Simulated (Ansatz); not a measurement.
## Ansatz (development build ahead of 0.2.0) run

```yaml
crystal:
  periodic: [false, false, false]
  atoms:
    - { symbol: H, position_ang: [0.0, 0.27919, -1.2195] }
    - { symbol: S, position_ang: [0.0, -0.64134, -0.04197] }
    - { symbol: O, position_ang: [0.0, 0.36215, 1.26146] }
basis:
  gaussian: { orbitals: def2-SVP }
magnetization:
  spin_polarized: true
  initial_magnetization: 1
hamiltonian:
  xc: hf
correlation:
  method: ccsd_t
  frozen_orbitals: { H: 0, O: 1, S: 5 }
scf:
  omitted_lower_state_checks: [starts, atomic_configurations, cluster_reference, orbital_swaps, given_window_search, neighbouring_geometries, increment]
```

The input is written out in the form of the current development build from the run's settings.

Results

```
Converged          : yes
Reference energy   : -472.70775 hartree
Correlation energy : -0.33299 hartree
Total energy       : -473.04074 hartree
Stability test     : minimum
```
